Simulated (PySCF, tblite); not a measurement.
Isomers of C4H9P, one GFN2-xTB conformer each. Single-point energies are computed at PBE0/pcSseg-1 (PySCF, gas phase, no added dispersion term), electronic only.

```json
{"SMILES": "C1CCPC1", "GFN2-xTB relative energy (kJ/mol)": "0.0"}
{"SMILES": "C=CP(C)C", "GFN2-xTB relative energy (kJ/mol)": "123.5"}
```

Conformers: `[CH2:1]1[CH2:2][CH2:3][PH:4][CH2:5]1` with C5–C1–C2–C3 -47°, C1–C2–C3–P4 26°, C2–C3–P4–C5 0°, C3–P4–C5–C1 -26°; `[CH2:1]=[CH:2][P:3]([CH3:4])[CH3:5]` with C1–C2–P3–C4 32°.

Question: What does PBE0/pcSseg-1 give for the same structures?

Answer: 
```
  SMILES  PBE0/pcSseg-1 E (Eh)  PBE0/pcSseg-1 (kJ/mol)  GFN2-xTB (kJ/mol)  point group
 C1CCPC1            -498.83508                     0.0                0.0           C1
C=CP(C)C            -498.80801                    71.1              123.5           C1
```

Both levels put the same isomer lowest. As drawn, the higher has a C=C bond outside aromatic rings, which the lower lacks.

Question: Which frontier levels, dipoles and rotational constants go with these structures?

Answer: 
```tsv
SMILES	HOMO (eV, PBE0/pcSseg-1)	LUMO (eV)	dipole (D)	A, B, C (MHz)
C1CCPC1	-6.81	0.72	1.54	5890, 4143, 2736
C=CP(C)C	-6.40	-0.02	1.22	5500, 3102, 2404
```

Question: What happens when harmonic zero-point energies from GFN2-xTB frequencies are added?

Answer: 
| SMILES | ZPE (kJ/mol) | electronic (kJ/mol) | with ZPE (kJ/mol) |
| --- | --- | --- | --- |
| C1CCPC1 | 314.7 | 0.0 | 0.0 |
| C=CP(C)C | 303.0 | 71.1 | 59.4 |

The zero-point energies span 11.7 kJ/mol. The order is unchanged.
